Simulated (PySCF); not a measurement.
Compound: C₄H₆O₂ (charge +1 and doublet state).
Atom-mapped SMILES: `[CH3:1][C:2](=[O+:3])[C@H:4]1[CH2:5][O:6]1` (hydrogens: H7, H8, H9 on C1; H10 on C4; H11, H12 on C5)

Geometry (GFN2-xTB, Å), atoms numbered from 1 in this order:
```xyz
12
C4H6O2 angstrom
C      1.8415    0.2139   -0.0006
C      0.4543    0.6297    0.2769
O     -0.0241    1.6995    0.4141
C     -0.5452   -0.5926    0.3798
C     -1.9449   -0.1853    0.6551
O     -1.4913   -0.5904   -0.5874
H      2.2415   -0.3345    0.8556
H      1.8787   -0.4569   -0.8609
H      2.4496    1.1016   -0.1847
H     -0.0775   -1.5371    0.6436
H     -2.1195    0.8889    0.7682
H     -2.6618   -0.8375    1.1440
```

The hyperfine couplings belong to this conformer and change with its torsions.

Computed, not measured: PySCF 2.14.0, UKS B3LYP, pcH-1 on C H O, non-relativistic, mean-field spin-orbit, GIAO. One conformer (not necessarily the lowest) at the GFN2-xTB geometry, without solvent, vibrations or thermal averaging. Couplings are sensitive to structure, and on GFN2-xTB geometries they can be far from those on DFT ones, by a factor of two or more for some ions and for spin on atoms past the first row. The SCF solution wasn't tested for stability.

(1) Give the principal g shifts and their parts.

(2) What are the electron Larmor frequencies g μB B/h along the three axes at 350 mT?

(3) What effective moment and Curie constant follow for a powder?

(4) In a frozen sample, at which fields do the three g values resonate at 9.5, 34, 94 and 263 GHz (hyperfine left aside), and which band first spreads them over more than twice a line width of 0.5 mT?

Answers

(1) 
| Δg (ppm) | 1 | 2 | 3 |
| --- | --- | --- | --- |
| relativistic mass correction | -300 | -300 | -300 |
| gauge correction | 17 | 46 | 38 |
| orbital Zeeman/spin–orbit | -585 | 3622 | 4731 |
| total | -868 | 3368 | 4469 |

So g = 2.00145, 2.00569, 2.00679 and g_iso = 2.00464; the tensor is rhombic: the two nearest values differ by 21 % of g3 − g1. Axes: g3 points within 2° of the C4–O6 bond.

(2) 9.8045, 9.8252, 9.8306 GHz for g1, g2 and g3, a range of 26.1 MHz.

(3) With the mean of g² = 4.0186 and S(S+1) = 0.75: μ_eff = √(⟨g²⟩S(S+1)) = 1.736 μB and χT = 0.12505·⟨g²⟩·S(S+1) = 0.377 cm³ K/mol (cgs; spin-Hamiltonian part alone).

(4) 
```tsv
band	GHz	B(g3) mT	B(g2) mT	B(g1) mT	spread mT
X	9.5	338.23	338.41	339.13	0.90
Q	34.0	1210.50	1211.17	1213.73	3.23
W	94.0	3346.68	3348.52	3355.61	8.92
J	263.0	9363.59	9368.74	9388.56	24.97
```

The spread grows in proportion to the frequency. Q band is the first where it exceeds 1.0 mT.

Largest spin populations (Mulliken): O3 (+0.43), O6 (+0.32), C4 (+0.11) and C1 (+0.09).

The HOMO–LUMO gaps are 6.62 eV among the α and 3.05 eV among the β orbitals.
